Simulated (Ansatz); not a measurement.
# HNO2 (nitrous acid) at BCCD(T)/STO-3G

Aim: the vertical singlet–triplet gap of HNO2 (nitrous acid) at BCCD(T)/STO-3G, from 2 runs. 

The results are computed with Ansatz 0.2.0.

54 further runs of the same task are left out: 1 that didn't finish, 53 set aside as unsound or not needed.

## 1. Starting point

HNO2 has 4 atoms, charge 0, and is taken as a singlet. As SMILES, `O=NO`. Geometry: relaxed at GFN2-xTB.

Bond lengths: O1–N2 1.181 Å, N2–O3 1.392 Å, O3–H4 0.968 Å. Angles: O1–N2–O3 113.7°, N2–O3–H4 106.9°.

## 2. A single-point energy at BCCD(T)/STO-3G

File job.yaml:

```yaml
basis:
  gaussian:
    orbitals: STO-3G
crystal:
  periodic: [false, false, false]
  atoms:
    - {symbol: O, position_ang: [0.424700, 0.045690, 1.471310]}
    - {symbol: "N", position_ang: [0.319310, -0.411420, 0.387280]}
    - {symbol: O, position_ang: [-0.357270, 0.415910, -0.505360]}
    - {symbol: H, position_ang: [-0.386730, -0.050180, -1.353230]}
correlation:
  method: bccd_t
  frozen_orbitals: {H: 0, "N": 1, O: 1}
accuracy: high
scf:
  omitted_lower_state_checks: [cluster_reference, increment]
```

Started as:

```sh
ansatz run job.yaml --threads 1 --pin off --max-ram 2610MiB --events-out events.jsonl --progress --plain --runs-dir runs
```

What it wrote, cut to the lines that bear on the results:

```text
Warning: RAYON_NUM_THREADS=1 ignored (pool sized by the plan → 1); use --threads N
Functional definition: HF
  name "HF"
[...]
275 factors; integrals over basis functions are off by at most 3.2e-8 eV
[...]
mean field -5494.16654991 eV, -201.9068966295 hartree, gradient 1.9e-8 eV, S^2 0.000000; 0 other end points of the search recorded, 0 dependent functions left out; unrestricted orbitals would lower it
3 core orbitals not correlated: weight in the atoms' cores, before any rotation towards them, 1.000 or more for the frozen orbitals, at most 0.000 for the correlated occupied ones
reference -5494.16654991 eV, -201.9068966295 hartree; 9, 9 occupied and 4, 4 virtual orbitals, 275 factors
second order -4.37882143 eV of doubles, -0.00000000 eV of singles
cycle   1  -4.77254277 eV  change   -3.9e-1 eV  update   8.9e-2
[...]
cycle  25  -5.07066739 eV  change   5.3e-10 eV  update  8.2e-10
perturbative correction -0.24295641 eV, -0.0089284833 hartree
Total energy: -5499.48017371 eV, -202.1021687022 hartree
Checks for a lower state left out: cluster_reference, increment
```

Run time: 0.14 s. Hardware: 1 thread of Intel Xeon Platinum 8559C (Emerald Rapids), shared host.

## 3. The triplet at the same level

File molecule.yaml:

```yaml
crystal:
  periodic: [false, false, false]
  atoms:
    - {symbol: O, position_ang: [0.424700, 0.045690, 1.471310]}
    - {symbol: "N", position_ang: [0.319310, -0.411420, 0.387280]}
    - {symbol: O, position_ang: [-0.357270, 0.415910, -0.505360]}
    - {symbol: H, position_ang: [-0.386730, -0.050180, -1.353230]}
basis:
  gaussian:
    orbitals: STO-3G
accuracy: high
correlation:
  method: bccd_t
  frozen_orbitals: {H: 0, "N": 1, O: 1}
magnetization:
  spin_polarized: true
  initial_magnetization: 2
scf:
  omitted_lower_state_checks: [cluster_reference, increment]
```

Started as:

```sh
ansatz run molecule.yaml --threads 1 --pin off --max-ram 2610MiB --events-out events.jsonl --progress --plain --runs-dir runs
```

What it wrote, cut to the lines that bear on the results:

```text
Warning: RAYON_NUM_THREADS=1 ignored (pool sized by the plan → 1); use --threads N
[... 2 set-up lines as earlier in the session ...]
[...]
275 factors; integrals over basis functions are off by at most 3.2e-8 eV
[...]
mean field -5493.39269566 eV, -201.8784580103 hartree, gradient 1.9e-8 eV, S^2 2.019573; 2 other end points of the search recorded, 0 dependent functions left out
3 core orbitals not correlated: weight in the atoms' cores, before any rotation towards them, 1.000 or more for the frozen orbitals, at most 0.000 for the correlated occupied ones
reference -5493.39269566 eV, -201.8784580103 hartree; 10, 8 occupied and 3, 5 virtual orbitals, 275 factors
second order -2.75862369 eV of doubles, -0.00000000 eV of singles
cycle   1  -3.32405786 eV  change   -5.7e-1 eV  update   7.8e-2
[...]
cycle  27  -3.74589224 eV  change   4.6e-10 eV  update   1.2e-9
perturbative correction -0.09057709 eV, -0.0033286465 hartree
Total energy: -5497.22916499 eV, -202.0194456575 hartree
Checks for a lower state left out: cluster_reference, increment
```

Run time: 0.24 s. Hardware: 1 thread of Intel Xeon Platinum 8559C (Emerald Rapids), shared host.

## 4. Results

At BCCD(T)/STO-3G, 3 core orbitals frozen:

```
                                            quantity          value
                               singlet: total energy  -202.10217 Eh
singlet: correlation energy (3 core orbitals frozen)     -195.3 mEh
                             singlet: (T) correction      -8.93 mEh
                               triplet: total energy  -202.01945 Eh
triplet: correlation energy (3 core orbitals frozen)     -141.0 mEh
                             triplet: (T) correction      -3.33 mEh
          triplet: ⟨S²⟩ of the reference determinant          2.020
    vertical energy of the triplet above the singlet       2.251 eV
```

At this shape the triplet lies 2.25 eV (217 kJ/mol) above the singlet. In a minimal basis such a difference can be off by several eV, whatever the method. The restricted solution (singlet) is unstable to spin breaking: an unrestricted one lies lower. The triples (singlet) make up 4.6 % of the correlation energy. The triples (triplet) make up 2.4 % of the correlation energy.
